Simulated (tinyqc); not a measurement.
Inside a calculation. Method: UHF in the sto-3g basis, for BH, spin multiplicity 3. This run ends on a higher stationary point, not on the lowest solution. One step of it, computed by the program tinyqc.

Question. Iteration 3: diagonalisation and new density. A level shift of 1 hartree raises the virtual space: F + shift (S - S D(s) S), with D(s) the density of one spin. Diagonalise F' = X^T F X, C = X C', fill 4 alpha and 2 beta electrons from the bottom; D(s) = C_occ C_occ^T. Each column has its largest component positive (the first on a tie).

F(alpha) (hartree), order 1B 1s, 1B 2s, 1B 2px, 1B 2py, 1B 2pz, 2H 1s:
$$\begin{pmatrix}
-7.257911 & -2.161705 & -0.001024 & -0.007399 & 0.002136 & -0.029233 \\
-2.161705 & -0.896905 & -0.018815 & 0.141019 & 0.022655 & -0.155087 \\
-0.001024 & -0.018815 & 0.184014 & 0.125520 & -0.156224 & 0.022932 \\
-0.007399 & 0.141019 & 0.125520 & -0.026982 & -0.039827 & -0.036591 \\
0.002136 & 0.022655 & -0.156224 & -0.039827 & -0.120033 & -0.110624 \\
-0.029233 & -0.155087 & 0.022932 & -0.036591 & -0.110624 & -0.184618
\end{pmatrix}$$

F(beta) (hartree), order 1B 1s, 1B 2s, 1B 2px, 1B 2py, 1B 2pz, 2H 1s:
$$\begin{pmatrix}
-7.192486 & -2.136019 & -0.003370 & 0.003539 & 0.002657 & -0.032380 \\
-2.136019 & -0.520425 & 0.029865 & -0.131469 & -0.049188 & -0.089535 \\
-0.003370 & 0.029865 & 0.392718 & 0.053629 & 0.058356 & 0.033020 \\
0.003539 & -0.131469 & 0.053629 & 0.254460 & -0.098934 & -0.089567 \\
0.002657 & -0.049188 & 0.058356 & -0.098934 & 0.396583 & -0.095930 \\
-0.032380 & -0.089535 & 0.033020 & -0.089567 & -0.095930 & -0.005464
\end{pmatrix}$$

X, order 1B 1s, 1B 2s, 1B 2px, 1B 2py, 1B 2pz, 2H 1s:
$$\begin{pmatrix}
1.028833 & -0.141656 & 0.000000 & 0.000000 & -0.000691 & 0.006919 \\
-0.141656 & 1.031548 & 0.000000 & 0.000000 & 0.003799 & -0.043266 \\
0.000000 & 0.000000 & 1.000000 & 0.000000 & 0.000000 & 0.000000 \\
0.000000 & 0.000000 & 0.000000 & 1.000000 & 0.000000 & 0.000000 \\
-0.000691 & 0.003799 & 0.000000 & 0.000000 & 1.005127 & -0.058782 \\
0.006919 & -0.043266 & 0.000000 & 0.000000 & -0.058782 & 1.007798
\end{pmatrix}$$

D(alpha) after iteration 2, order 1B 1s, 1B 2s, 1B 2px, 1B 2py, 1B 2pz, 2H 1s:
$$\begin{pmatrix}
1.030782 & -0.131459 & -0.007675 & 0.085388 & 0.015554 & -0.122976 \\
-0.131459 & 0.546078 & 0.024296 & -0.287478 & -0.049138 & 0.391530 \\
-0.007675 & 0.024296 & 0.262438 & -0.273731 & 0.320640 & -0.168841 \\
0.085388 & -0.287478 & -0.273731 & 0.735364 & 0.092078 & 0.198769 \\
0.015554 & -0.049138 & 0.320640 & 0.092078 & 0.869915 & -0.001926 \\
-0.122976 & 0.391530 & -0.168841 & 0.198769 & -0.001926 & 0.563196
\end{pmatrix}$$

D(beta) after iteration 2, order 1B 1s, 1B 2s, 1B 2px, 1B 2py, 1B 2pz, 2H 1s:
$$\begin{pmatrix}
0.980368 & 0.023334 & 0.019891 & -0.061657 & -0.023981 & -0.042999 \\
0.023334 & 0.070236 & -0.059905 & 0.163539 & 0.077778 & 0.151584 \\
0.019891 & -0.059905 & 0.052722 & -0.144230 & -0.068377 & -0.133108 \\
-0.061657 & 0.163539 & -0.144230 & 0.394622 & 0.187043 & 0.364088 \\
-0.023981 & 0.077778 & -0.068377 & 0.187043 & 0.088683 & 0.172646 \\
-0.042999 & 0.151584 & -0.133108 & 0.364088 & 0.172646 & 0.336115
\end{pmatrix}$$

overlap S, order 1B 1s, 1B 2s, 1B 2px, 1B 2py, 1B 2pz, 2H 1s:
$$\begin{pmatrix}
1.000000 & 0.269328 & 0.000000 & 0.000000 & 0.000000 & 0.003748 \\
0.269328 & 1.000000 & 0.000000 & 0.000000 & 0.000000 & 0.082251 \\
0.000000 & 0.000000 & 1.000000 & 0.000000 & 0.000000 & 0.000000 \\
0.000000 & 0.000000 & 0.000000 & 1.000000 & 0.000000 & 0.000000 \\
0.000000 & 0.000000 & 0.000000 & 0.000000 & 1.000000 & 0.116051 \\
0.003748 & 0.082251 & 0.000000 & 0.000000 & 0.116051 & 1.000000
\end{pmatrix}$$

Give: F' = X^T F X; orbital energies; coefficients C; F' = X^T F X; orbital energies; coefficients C; D(alpha) after iteration 3; D(beta) after iteration 3.

Answer.

F' = X^T F X (alpha) (hartree):
$$\begin{pmatrix}
-7.0570 & -1.2273 & 0.0060 & -0.0731 & -0.0091 & 0.1037 \\
-1.2273 & -0.0055 & -0.0365 & 0.4128 & 0.0601 & -0.5456 \\
0.0060 & -0.0365 & 0.9216 & 0.3993 & -0.4687 & 0.1818 \\
-0.0731 & 0.4128 & 0.3993 & 0.2377 & -0.1412 & -0.2323 \\
-0.0091 & 0.0601 & -0.4687 & -0.1412 & 0.0227 & -0.1759 \\
0.1037 & -0.5456 & 0.1818 & -0.2323 & -0.1759 & 0.2413
\end{pmatrix}$$

orbital energies (alpha) (hartree): MO1 -7.2645, MO2 -0.3843, MO3 -0.2067, MO4 -0.1388, MO5 1.0458, MO6 1.3092

coefficients C (alpha), order 1B 1s, 1B 2s, 1B 2px, 1B 2py, 1B 2pz, 2H 1s:
$$\begin{pmatrix}
0.9909 & -0.2296 & 0.0504 & -0.0106 & -0.2035 & -0.0075 \\
0.0322 & 0.7604 & -0.1726 & 0.0271 & 0.6898 & 0.0220 \\
0.0000 & 0.0849 & 0.1081 & -0.4960 & -0.0744 & 0.8541 \\
0.0004 & -0.3315 & 0.4715 & 0.5848 & 0.4492 & 0.3520 \\
-0.0001 & 0.0797 & 0.7835 & -0.4805 & 0.1540 & -0.3727 \\
-0.0019 & 0.5161 & 0.2841 & 0.4817 & -0.6507 & 0.1358
\end{pmatrix}$$

F' = X^T F X (beta) (hartree):
$$\begin{pmatrix}
-6.9712 & -1.3490 & -0.0192 & 0.0609 & 0.0214 & 0.0441 \\
-1.3490 & 0.8278 & 0.0921 & -0.3010 & -0.1303 & -0.2495 \\
-0.0192 & 0.0921 & 1.3400 & 0.1979 & 0.1328 & 0.1678 \\
0.0609 & -0.3010 & 0.1979 & 0.8598 & -0.3024 & -0.4596 \\
0.0214 & -0.1303 & 0.1328 & -0.3024 & 1.3023 & -0.3195 \\
0.0441 & -0.2495 & 0.1678 & -0.4596 & -0.3195 & 0.6464
\end{pmatrix}$$

orbital energies (beta) (hartree): MO1 -7.1980, MO2 -0.1003, MO3 1.1423, MO4 1.2703, MO5 1.4080, MO6 1.4826

coefficients C (beta), order 1B 1s, 1B 2s, 1B 2px, 1B 2py, 1B 2pz, 2H 1s:
$$\begin{pmatrix}
0.9911 & -0.1017 & -0.2086 & -0.2010 & 0.0383 & -0.0224 \\
0.0312 & 0.3324 & 0.7140 & 0.6649 & -0.1289 & 0.0781 \\
0.0005 & -0.2049 & -0.0757 & 0.3066 & 0.8530 & 0.3615 \\
-0.0013 & 0.5633 & 0.3517 & -0.5432 & 0.4593 & -0.2301 \\
0.0000 & 0.2857 & -0.0039 & -0.2708 & -0.2163 & 0.9011 \\
-0.0007 & 0.6182 & -0.6905 & 0.3347 & 0.0584 & -0.2159
\end{pmatrix}$$

D(alpha) after iteration 3, order 1B 1s, 1B 2s, 1B 2px, 1B 2py, 1B 2pz, 2H 1s:
$$\begin{pmatrix}
1.0371 & -0.1516 & -0.0087 & 0.0941 & 0.0262 & -0.1112 \\
-0.1516 & 0.6098 & 0.0325 & -0.3176 & -0.0876 & 0.3564 \\
-0.0087 & 0.0325 & 0.2649 & -0.2673 & 0.3298 & -0.1644 \\
0.0941 & -0.3176 & -0.2673 & 0.6743 & 0.0620 & 0.2445 \\
0.0262 & -0.0876 & 0.3298 & 0.0620 & 0.8511 & 0.0323 \\
-0.1112 & 0.3564 & -0.1644 & 0.2445 & 0.0323 & 0.5791
\end{pmatrix}$$

D(beta) after iteration 3, order 1B 1s, 1B 2s, 1B 2px, 1B 2py, 1B 2pz, 2H 1s:
$$\begin{pmatrix}
0.9927 & -0.0028 & 0.0213 & -0.0586 & -0.0291 & -0.0636 \\
-0.0028 & 0.1114 & -0.0681 & 0.1872 & 0.0950 & 0.2054 \\
0.0213 & -0.0681 & 0.0420 & -0.1154 & -0.0585 & -0.1266 \\
-0.0586 & 0.1872 & -0.1154 & 0.3173 & 0.1609 & 0.3482 \\
-0.0291 & 0.0950 & -0.0585 & 0.1609 & 0.0816 & 0.1766 \\
-0.0636 & 0.2054 & -0.1266 & 0.3482 & 0.1766 & 0.3822
\end{pmatrix}$$
